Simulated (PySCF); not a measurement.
Be: ionisation energy

Be [He] 2s2 (1S) → Be⁺ [He] 2s1 (2S), as a difference of total energies. Computed with PySCF 2.14 in dyall-acv3z, with no relativity, point nucleus. Correlated levels: valence: 1s2 frozen; valence and next inner shell: nothing frozen; virtual orbitals above 40 to 60 times the deepest correlated orbital energy dropped. The calculations carry no spin-orbit coupling.

**Question.** Order these methods by the ionisation energy they give, lowest first.
A. r2SCAN
B. PW91
C. LDA
D. UHF

**Answer.** D (8.043 eV), A (8.792 eV), C (9.026 eV), B (9.047 eV).

Errors of the correlated levels include the incompleteness of this basis and the frozen core.

MP2 underrates the near-degeneracy of ns² with np² in the lower species.

For comparison: 9.323 eV (measured; NIST Atomic Spectra Database, ionization energies).
